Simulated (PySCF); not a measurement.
Species: P₅H₅.
SMILES: `[pH]1[pH][pH][pH][pH]1`

Level: B3LYP/def2-SVPD in PySCF, non-relativistic, on one gas-phase PBE0-D3(BJ)/def2-SVP geometry that isn't relaxed in the solvent. The solvent is an IEF-PCM continuum (Bondi radii, 1.10 Å for H, scaled by 1.2), and excitations are vertical TDDFT with non-equilibrium linear response and a frozen core. Only the electrostatic response of the medium enters.

Gas-phase singlets (H = HOMO, L = LUMO):

```json
{"state": "S1", "E (eV)": "4.419", "λ (nm)": "281", "f": "0.001", "leading configurations": "H→L 98%"}
{"state": "S2", "E (eV)": "4.541", "λ (nm)": "273", "f": "0.002", "leading configurations": "H-1→L 98%"}
{"state": "S3", "E (eV)": "4.706", "λ (nm)": "263", "f": "0.001", "leading configurations": "H→L+1 98%"}
{"state": "S4", "E (eV)": "4.790", "λ (nm)": "259", "f": "0.000", "leading configurations": "H-1→L+1 97%"}
{"state": "S5", "E (eV)": "5.204", "λ (nm)": "238", "f": "0.003", "leading configurations": "H→L+2 42%, H→L+4 41%, H→L+3 14%"}
```

Q: Give the list for chloroform (ε = 4.711), n² = 2.09.

A: 
```csv
state,E (eV),λ (nm),f,leading configurations,change by rank (eV)
S1,4.473,277,0.001,H→L 98%,+0.054
S2,4.604,269,0.003,H-1→L 98%,+0.063
S3,4.718,263,0.001,H→L+1 98%,+0.012
S4,4.800,258,0.001,H-1→L+1 97%,+0.010
S5,5.236,237,0.031,"H→L+2 71%, H→L+4 20%",+0.032
```

Q: How do the frontier levels move from gas to chloroform?

A: 
```csv
orbital,gas (eV),solvent (eV),change (eV)
LUMO+2,-0.60,-0.42,+0.18
LUMO+1,-1.05,-0.86,+0.19
LUMO,-1.27,-1.03,+0.24
HOMO,-6.62,-6.46,+0.16
HOMO-1,-6.77,-6.61,+0.16
HOMO-2,-7.75,-7.56,+0.19
HOMO-3,-8.14,-7.95,+0.19
```

The HOMO–LUMO gap goes from 5.36 to 5.43 eV.
